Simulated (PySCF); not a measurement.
**Which basis set comes closest?**

Molecule: `InChI=1S/C5H7F/c1-4-5(2,3)6/h1H,2-3H3`.

Cartesian coordinates in Å; atom numbers follow the order of the lines, from 1:
```xyz
13

C     2.413    0.680    0.299
C     1.220    0.476    0.295
C    -0.227    0.214    0.276
C    -0.828    0.617   -1.062
C    -0.515   -1.236    0.633
F    -0.822    1.006    1.252
H     3.472    0.863    0.306
H    -0.637    1.682   -1.254
H    -0.391    0.027   -1.879
H    -1.915    0.449   -1.038
H    -1.603   -1.398    0.650
H    -0.062   -1.915   -0.103
H    -0.105   -1.466    1.625
```

Geometry PBE0-D3(BJ)/def2-SVP throughout; GIAO in PySCF 2.14, gas phase, one conformer, non-relativistic; equivalent atoms averaged; functional PBE0.

Reference values (measured; G. Saielli, R. Bini, A. Bagno, Computational 19F NMR. 2. Organic compounds, RSC Adv. 2014, ESI (exp. from Berger-Braun-Kalinowski 1994 and Everett 1995)): δ(F6) = -129.3 ppm vs CFCl3. Computed shifts are taken against CFCl3, calculated as an isolated molecule at each level.

Q: How do the basis sets STO-3G, 6-31G, pcSseg-0, 6-31G*, def2-SVP, cc-pVDZ, pcSseg-1, aug-cc-pVDZ, 6-311+G(2d,p), def2-TZVP, cc-pVTZ, IGLO-III, pcSseg-2 perform against the reference? Times are CPU seconds on shared hosts with different chips, so compare them loosely.

A: 
```tsv
basis set	functions	F6	abs. error F	core-s
STO-3G	37	-108.5	20.8	2.8
6-31G	68	-174.9	45.6	5.1
pcSseg-0	68	-183.1	53.8	11
6-31G*	98	-162.1	32.8	7.4
def2-SVP	119	-148.6	19.3	8.9
cc-pVDZ	119	-155.1	25.8	20
pcSseg-1	137	-162.4	33.1	12
aug-cc-pVDZ	201	-149.4	20.1	42
6-311+G(2d,p)	204	-157.8	28.5	20
def2-TZVP	228	-154.0	24.7	24
cc-pVTZ	278	-154.6	25.3	69
IGLO-III	280	-156.7	27.4	71
pcSseg-2	314	-155.6	26.3	93
```

For 19F the closest is def2-SVP (19.3 ppm) and the furthest pcSseg-0 (53.8 ppm). Where a smaller basis beats a larger one, errors probably cancel; the largest sets show where the functional converges. One molecule is a small sample, and vibrational and solvent effects are absent from the calculation.

A small basis that lands close on one nucleus may do so by chance; judge by the trend and by all nuclei.
